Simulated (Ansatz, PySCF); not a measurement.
This Ansatz (a quantum-chemistry and plane-wave program) input computes a PBE0/def2-TZVPD energy:

Ansatz 0.2 input:
```yaml
crystal:
  periodic: [false, false, false]
  atoms:
    - {symbol: Be, position_ang: [-0.00000000, -0.00000000, -0.26442914]}
    - {symbol: H, position_ang: [0.00000000, 0.00000000, 1.05771656]}
basis:
  gaussian:
    orbitals: def2-TZVPD
hamiltonian:
  xc: {name: PBE0}
total_charge: 1
output: {forces: true}
```

Q: Write an input for the same energy in PySCF and say what it gives.

A: 
```python
from pyscf import gto, scf, dft

mol = gto.M(
    atom='''
    Be   -0.00000000   -0.00000000   -0.26442914
    H     0.00000000    0.00000000    1.05771656
    ''',
    basis='def2-tzvpd',
    charge=1,
    spin=0,
    verbose=4,
)

mf = dft.RKS(mol, xc='pbe0').density_fit(auxbasis='def2-universal-jkfit')
mf.grids.level = 3
mf.conv_tol = 1e-9
mf.max_cycle = 100
mf.max_memory = 1500
mf.kernel()
if not mf.converged:
    mf = mf.newton()
    mf.kernel(mf.make_rdm1())
mf.analyze()
```
It gives -14.91454 Eh, and Ansatz -14.91451 Eh, a difference of 0.03 mEh, from the treatment of integrals and grids.
